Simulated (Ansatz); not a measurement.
# AlPN+ (triplet): from Hartree-Fock to the top rungs, def2-TZVPP

An exercise on one series of results from a longer session: the logs are not shown, and one member is left open.

Method: def2-TZVPP, core rule «outside noble gas», up to 11 orbitals frozen; program: Ansatz 0.2.0, Gaussian basis.

The runs, in order: UHF; ROHF; CCSD(T) on UHF.

**The geometry**

The geometry is a PBE0/def2-TZVP stationary point (not a proven minimum) of the parent state, kept for this charge and spin.

3 atoms, charge 1, spin multiplicity 3.

Atoms are counted from 1 here; the program's logs count them from 0.

Bond lengths: Al1–P2 2.360 Å, Al1–N3 1.763 Å, P2–N3 1.687 Å. Angles: P2–Al1–N3 45.5°, Al1–P2–N3 48.2°, Al1–N3–P2 86.3°.

Set-up of the first run:

Contents of in.yaml:

```yaml
crystal:
  periodic: [false, false, false]
  atoms:
    - {symbol: Al, position_ang: [0.000000, 0.253448, 1.254324]}
    - {symbol: P, position_ang: [0.000000, 0.237157, -1.105408]}
    - {symbol: N, position_ang: [0.000000, -1.012664, 0.028204]}
basis:
  gaussian: {orbitals: def2-TZVPP}
total_charge: 1
magnetization: {spin_polarized: true, initial_magnetization: 2}
hamiltonian: {xc: hf}
output: {orbitals: {seedname: orbitals}}
```

Run with:

```
$ ansatz run in.yaml --threads 1 --pin off --events-out ev --progress --plain --max-ram 2816MiB --backend cpu
```

Steps of the session up to this table: UHF; ROHF; CCSD(T) on UHF.

One of the session's tables, all rows but one given; the rest of the session is left out.

It belongs to the step «Misses and costs». 

```
  method  from UCCSD(T) (meV)
    ROHF             +10950.4
    UMP2                    ?
   UCCSD               +667.9
UCCSD(T)                    0
```

Q: Estimate the row for UMP2 from the others.

The run gave: from UCCSD(T) (meV): +1431.8. In the column «from UCCSD(T) (meV)» it lies between UCCSD (+667.9) and ROHF (+10950.4).

Left out of the table: UHF (another determinant or state than the rows shown).

To keep in mind: Warnings: spin contamination; coupled cluster took another determinant than the lowest.
